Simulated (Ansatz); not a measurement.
Equilibrium volume per atom (Å³/atom) of solids drawn from the class of oxides, at two levels: PBE in Ansatz (plane waves, PAW), and r²SCAN+rVV10 in Ansatz (PAW).

```tsv
solid	PBE	r²SCAN+rVV10	shift (%)
corundum Ga₂O₃ (metastable phase)	10.06	9.58	-4.8
stishovite (SiO2)	8.05	7.75	-3.7
A-type hexagonal La₂O₃	16.64	16.24	-2.4
rutile PbO₂	14.82	13.96	-5.8
α-quartz (SiO2)	13.38	12.26	-8.4
rutile SnO₂	12.58	12.00	-4.6
SiO₂ (P4₁2₁2, No. 92)	15.31	13.48	-12.0
hematite (α-Fe2O3)	10.04	9.88	-1.6
corundum (α-Al2O3)	8.76	8.46	-3.4
rutile CrO₂	9.62	9.35	-2.8
```

The shifts run from -12.0 % to -1.6 %, with a median of -4.2 %.

Of 10 rows, r²SCAN+rVV10 is the larger in 0 and the smaller in 10.

Database compounds that came out metallic weren't drawn.

Ansatz's runs of these crystals have no spin polarisation, but for hematite (α-Fe2O3), rutile CrO2.

Density-functional runs with spin start from opposed moments for hematite (α-Fe2O3), parallel moments for rutile CrO2.

Spin–orbit coupling is left out, also for the solids with elements from indium on (A-type hexagonal La2O3, rutile PbO2, rutile SnO2); its size isn't shown.

Ansatz's density-functional and Hartree–Fock values are scalar-relativistic unless marked +SOC, with PAW data made under PBE.

Ansatz is a program for electronic structure.
